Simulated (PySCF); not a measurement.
**How the method moves the HOMO and LUMO of C2H3P**

Compound: C₂H₃P.
Structure used (PBE0-D3(BJ)/def2-SVP), in Å, numbered top down from 1:
```xyz
6
C2H3P angstrom
C     -0.622   -0.073    0.012
C      0.831   -0.050   -0.003
P      2.378   -0.022   -0.023
H     -1.018   -0.577   -0.885
H     -1.001   -0.610    0.897
H     -1.034    0.950    0.035
```

The species is `C(C)#P` (C2H3P).

Basis pcSseg-2 throughout (PySCF), one geometry. Isolated species at its PBE0-D3(BJ)/def2-SVP geometry, gas phase.

How do the orbital energies, the gap and the dipole change with the method?

```tsv
method	kind	HOMO (eV)	LUMO (eV)	gap (eV)	μ (D)	SCF cycles
BLYP	GGA	-6.21	-1.76	4.46	1.63	15
B97-D	GGA	-6.34	-1.82	4.52	1.71	15
PBE	GGA	-6.40	-1.89	4.51	1.73	15
KT2	GGA	-6.41	-1.86	4.55	1.73	14
KT3	GGA	-6.43	-1.87	4.56	1.70	14
OPBE	GGA	-6.44	-1.85	4.59	1.85	15
BP86	GGA	-6.49	-1.98	4.51	1.73	16
LDA	LDA	-6.52	-2.02	4.50	1.75	15
B3LYP	global hybrid	-7.23	-1.22	6.01	1.59	12
PBE0	global hybrid	-7.48	-1.02	6.45	1.67	13
mPW1PW91	global hybrid	-7.50	-1.04	6.45	1.66	12
HF	Hartree–Fock	-9.76	2.28	12.04	1.56	10
```

The HOMO spans 3.54 eV, from BLYP down to HF, and the gap runs from 4.46 eV (BLYP) to 12.04 eV (HF). Over the methods BLYP (0 %), B97-D (0 %), PBE (0 %), KT2 (0 %), KT3 (0 %), OPBE (0 %), BP86 (0 %), LDA (0 %), B3LYP (20 %), PBE0 (25 %), mPW1PW91 (25 %), HF (100 %), a straight line through the gap against the share of exact exchange rises by 0.75 eV for each 10 % (correlation coefficient 1.000). The dipole ranges from 1.56 D (HF) to 1.85 D (OPBE). This basis has no diffuse functions.
